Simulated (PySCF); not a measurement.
Structure with atom numbers: `[CH:1]#[C:2][CH2:3][CH2:4][OH:5]`. Each H is labelled by its parent atom.

GIAO PBE0/pcSseg-1 shifts (PySCF 2.14, gas phase, non-relativistic, equivalent atoms averaged), each against references optimised in the same way as the molecule (TMS, H2O).

On the GFN2-xTB geometry: C2 87.7, C1 77.1, C4 66.2, C3 25.7, O5 35.4, H(C4) 3.91, H(C3) 2.44, H(O5) 1.48, H(C1) 1.46 ppm.

Question: What changes on the PBE0-D3(BJ)/def2-SVP geometry?

Answer: 
| atoms | δ (ppm) | change |
| --- | --- | --- |
| C2 | 83.7 | -4.0 |
| C1 | 75.2 | -1.9 |
| C4 | 64.8 | -1.4 |
| C3 | 23.0 | -2.7 |
| O5 | 30.7 | -4.7 |
| H(C4) | 3.71 | -0.20 |
| H(C3) | 2.42 | -0.02 |
| H(O5) | 0.12 | -1.36 |
| H(C1) | 1.77 | +0.31 |

Bonds between heavy atoms that differ most (equivalent bonds averaged): C3–C4 1.537 → 1.523 Å, C1–C2 1.197 → 1.211 Å, C2–C3 1.449 → 1.455 Å, C4–O5 1.405 → 1.400 Å. Mean change of bonds to hydrogen: C–H +0.014 Å, O–H -0.004 Å. The two structures also differ in conformation, which adds to the changes.
